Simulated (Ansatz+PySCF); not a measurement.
Results of a calculation; reference values are marked as such.
A run of PySCF 2.14.0 on doublet CH₃Cl(+) at this shape:

```yaml
atoms:
  - { symbol: C, position_ang: [-0.0482, -0.0025, -0.1616] }
  - { symbol: Cl, position_ang: [-0.0461, 0.0051, 1.5899] }
  - { symbol: H, position_ang: [-0.4689, -0.9313, -0.5133] }
  - { symbol: H, position_ang: [1.0449, 0.0066, -0.3862] }
  - { symbol: H, position_ang: [-0.4632, 0.9361, -0.5290] }
```

Its results:

```json
{
  "Converged": "yes",
  "Reference energy": "-498.77122 hartree",
  "Correlation energy": "-0.33283 hartree",
  "Total energy": "-499.10406 hartree",
  "Spin squared of the determinant": "0.763"
}
```

(1) Which input gives this output? Name the method, the orbitals and the basis set, and write the input.

Answers

(1) UHF-MP2 in cc-pVTZ on H, C; cc-pV(T+d)Z on Cl.

```python
from pyscf import gto, scf, mp

# the (T+d) and (D+d) sets load through basis_set_exchange
mol = gto.M(atom="""
C -0.048220 -0.002520 -0.161640
Cl -0.046140 0.005070 1.589870
H -0.468870 -0.931300 -0.513350
H 1.044940 0.006550 -0.386210
H -0.463210 0.936070 -0.528990
""", basis={'C': 'cc-pvtz', 'Cl': 'cc-pv(t+d)z', 'H': 'cc-pvtz'}, charge=1, spin=1)
mf = scf.UHF(mol)
mf.kernel()
pt = mp.MP2(mf, frozen=6).run()
print(mf.e_tot, pt.e_corr, pt.e_tot)
```

Caution: MP2 on this radical cation hangs on the determinant chosen.
